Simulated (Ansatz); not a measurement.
# B3LYP/6-31G(d) (Cartesian functions) run of CH5BO (SMILES CBO)

Aim: the vertical electron affinity of CH5BO at B3LYP/6-31G* (Cartesian functions), from 2 runs. 

The results are computed with Ansatz 0.2.0.

57 further runs of the same task are left out: 57 set aside as unsound or not needed.

**1. Starting point**

CH5BO has 8 atoms, charge 0, and is taken as a singlet. SMILES: `CBO`. Geometry: relaxed at PBE0-D4/def2-TZVP. This is one conformer, not always the lowest.

Bond lengths: C1–B2 1.559 Å, B2–O3 1.357 Å, C1–H4 1.092 Å, C1–H5 1.096 Å, C1–H6 1.096 Å, B2–H7 1.207 Å, O3–H8 0.960 Å. Angles: C1–B2–O3 119.4°, C1–B2–H7 121.8°, O3–B2–H7 118.7°, B2–C1–H4 113.4°, B2–C1–H5 110.2°, B2–C1–H6 110.2°, B2–O3–H8 113.1°, H4–C1–H5 108.7°, H4–C1–H6 108.7°, H5–C1–H6 105.3°.

**2. The energy at B3LYP/6-31G(d) (Cartesian functions)**

Contents of job.yaml:

```yaml
basis:
  gaussian: {orbitals: "6-31G*"}
crystal:
  periodic: [false, false, false]
  atoms:
    - {symbol: C, position_ang: [-0.618600, 0.710300, -0.324600]}
    - {symbol: B, position_ang: [0.508800, -0.240100, 0.180200]}
    - {symbol: O, position_ang: [0.240700, -1.558300, 0.355600]}
    - {symbol: H, position_ang: [-1.568300, 0.201200, -0.499400]}
    - {symbol: H, position_ang: [-0.308500, 1.205100, -1.251900]}
    - {symbol: H, position_ang: [-0.780500, 1.520100, 0.395700]}
    - {symbol: H, position_ang: [1.620500, 0.163100, 0.420800]}
    - {symbol: H, position_ang: [0.998200, -2.058400, 0.667700]}
hamiltonian: {xc: {name: B3LYP}}
accuracy: high
output: {orbitals: {seedname: orbitals}}
```

The run is started by

```
$ ansatz run job.yaml --threads 1 --pin off --max-ram 3480MiB --events-out events.jsonl --progress --plain --runs-dir runs
```

What it wrote:

```text
Warning: RAYON_NUM_THREADS=1 ignored (pool sized by the plan → 1); use --threads N
Functional definition: B3LYP
  name "B3LYP"
  parameter a0 = 0.2
  parameter ax = 0.72
  parameter ac = 0.81
  exchange = (1 - a0 - ax)*slater_x + ax*b88_x + a0*exact_x
  correlation = (1 - ac)*vwn_rpa_c + ac*lyp_c
1258 factors; integrals over basis functions are off by at most 3.3e-9 eV
mean field evaluation 1: about -3836.9160 eV, gradient 5.7e1 eV
mean field evaluation 2: about -3830.8805 eV, gradient 8.0e1 eV
mean field evaluation 4: about -3843.3145 eV, gradient 2.3e0 eV
mean field evaluation 8: about -3843.3197 eV, gradient 8.6e-2 eV
mean field evaluation 16: about -3843.3198 eV, gradient 3.0e-7 eV
mean field -3843.31976678 eV, -141.2393963334 hartree, gradient 6.9e-8 eV, S^2 0.000000; 0 other end points of the search recorded, 0 dependent functions left out
reference -3843.31979774 eV, -141.2393974710 hartree; 12, 12 occupied and 43, 43 virtual orbitals, 1258 factors
Total energy: -3843.31979774 eV, -141.2393974710 hartree
```

Run time: 2.9 s. Hardware: 1 thread of Arm Neoverse V1, shared host; peak memory 0.14 GiB.

**3. The doublet anion**

Contents of input.yaml:

```yaml
basis:
  gaussian:
    orbitals: "6-31G*"
crystal:
  periodic: [false, false, false]
  atoms:
    - symbol: C
      position_ang: [-0.618600, 0.710300, -0.324600]
    - symbol: B
      position_ang: [0.508800, -0.240100, 0.180200]
    - symbol: O
      position_ang: [0.240700, -1.558300, 0.355600]
    - symbol: H
      position_ang: [-1.568300, 0.201200, -0.499400]
    - symbol: H
      position_ang: [-0.308500, 1.205100, -1.251900]
    - symbol: H
      position_ang: [-0.780500, 1.520100, 0.395700]
    - symbol: H
      position_ang: [1.620500, 0.163100, 0.420800]
    - symbol: H
      position_ang: [0.998200, -2.058400, 0.667700]
hamiltonian:
  xc: {name: B3LYP}
accuracy: high
total_charge: -1
output:
  orbitals: {seedname: orbitals}
magnetization:
  spin_polarized: true
  initial_magnetization: 1
```

The run is started by

```
$ ansatz run input.yaml --threads 1 --pin off --max-ram 3480MiB --events-out events.jsonl --progress --plain --runs-dir runs
```

What it wrote (excerpt; [...] marks lines left out):

```text
Warning: RAYON_NUM_THREADS=1 ignored (pool sized by the plan → 1); use --threads N
[... 7 set-up lines as earlier in the session ...]
1259 factors; integrals over basis functions are off by at most 3.3e-9 eV
mean field evaluation 1: about -3838.0111 eV, gradient 2.0e1 eV
mean field evaluation 2: about -3837.4635 eV, gradient 2.3e1 eV
mean field evaluation 4: about -3840.0952 eV, gradient 9.8e-1 eV
mean field evaluation 8: about -3840.2084 eV, gradient 9.9e-2 eV
mean field evaluation 16: about -3840.2085 eV, gradient 6.8e-5 eV
mean field evaluation 32: about -3840.1908 eV, gradient 1.1e0 eV
mean field -3840.20845223 eV, -141.1250576326 hartree, gradient 3.4e-8 eV, S^2 0.753160; 2 other end points of the search recorded, 0 dependent functions left out
reference -3840.20848583 eV, -141.1250588674 hartree; 13, 12 occupied and 42, 43 virtual orbitals, 1259 factors
Total energy: -3840.20848583 eV, -141.1250588674 hartree
```

It took 7.2 s on 1 thread of Arm Neoverse V1, shared host; peak memory 0.2 GiB.

**4. Results**

Level: B3LYP/6-31G* (Cartesian functions).

| quantity | value |
| --- | --- |
| singlet CH5BO: total energy | -141.23940 Eh |
| singlet CH5BO: HOMO energy | -8.08 eV |
| singlet CH5BO: LUMO energy | 0.53 eV |
| singlet CH5BO: HOMO–LUMO gap | 8.61 eV |
| doublet anion: total energy | -141.12506 Eh |
| doublet anion: HOMO energy (highest over α and β) | 5.78 eV |
| doublet anion: LUMO energy (lowest over α and β) | 7.99 eV |
| doublet anion: ⟨S²⟩ | 0.753 |
| vertical electron affinity (to the doublet anion) | -3.111 eV |

**Reading.** The anion lies 3.11 eV (300 kJ/mol) above the neutral: the electron isn't bound at this level, and such a value depends on the basis. Without diffuse functions anions come out too high. The HOMO (doublet anion) lies at positive energy, 5.78 eV; only total energies tell whether the electron is bound.
